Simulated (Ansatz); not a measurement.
Geometry optimisation, Ansatz 0.2.0, RKS B3LYP-D4/def2-SVP.

The input (input.yaml):

```yaml
crystal:
  periodic: [false, false, false]
  atoms:
    - { symbol: C, position_ang: [-0.8372, 0.4809, -1.0172] }
    - { symbol: "N", position_ang: [-0.6071, -0.5955, -0.4596] }
    - { symbol: Si, position_ang: [-1.53798, -1.9117, -1.02783] }
    - { symbol: H, position_ang: [-1.5834, 0.5554, -1.8202] }
    - { symbol: H, position_ang: [-0.4116, 1.492, -0.815] }
    - { symbol: H, position_ang: [-1.28231, -2.11468, -2.48239] }
    - { symbol: H, position_ang: [-3.02039, -1.59084, -0.86357] }
    - { symbol: H, position_ang: [-1.26707, -3.14679, -0.2564] }
basis:
  gaussian: { orbitals: def2-SVP }
hamiltonian:
  xc: b3lyp
  dispersion: d4
relax:
  f_tol: 0.015
  max_steps: 40
```

Command:

```bash
$ ansatz run input.yaml --threads 1 --pin off --max-ram 2048MiB --backend cpu --events-out ev --progress --plain --runs-dir out
```

Task: Where does it end, and by what steps?

Result: The run converged. The force dipped under the threshold on the way, but the program's further checks kept it going. After 13 steps the energy has fallen by 0.348 eV; H4 moved furthest, 0.92 Å.

```tsv
step	energy less start (eV)	largest force component (eV/Å)	accepted
0	0.0000	2.520	yes
1	-0.1653	0.904	yes
2	-0.2534	0.445	yes
3	-0.2421	0.406	no
4	-0.2701	0.180	yes
5	-0.2823	0.170	yes
6	-0.2983	0.359	yes
7	-0.3034	0.788	yes
8	-0.3456	0.048	yes
9	-0.3469	0.073	yes
10	-0.3478	0.006	yes
11	-0.3478	0.018	no
12	-0.3478	0.026	no
13	-0.3478	0.007	yes
```

```xyz
8
Properties=species:S:1:pos:R:3
C -0.887 0.612 -0.980
N -0.508 -0.594 -0.996
Si -1.555 -1.996 -1.170
H -1.946 0.944 -1.074
H -0.153 1.433 -0.866
H -1.127 -2.740 -2.386
H -3.005 -1.628 -1.296
H -1.366 -2.862 0.026
```

The run took 32 s on 1 CPU thread of a shared host.
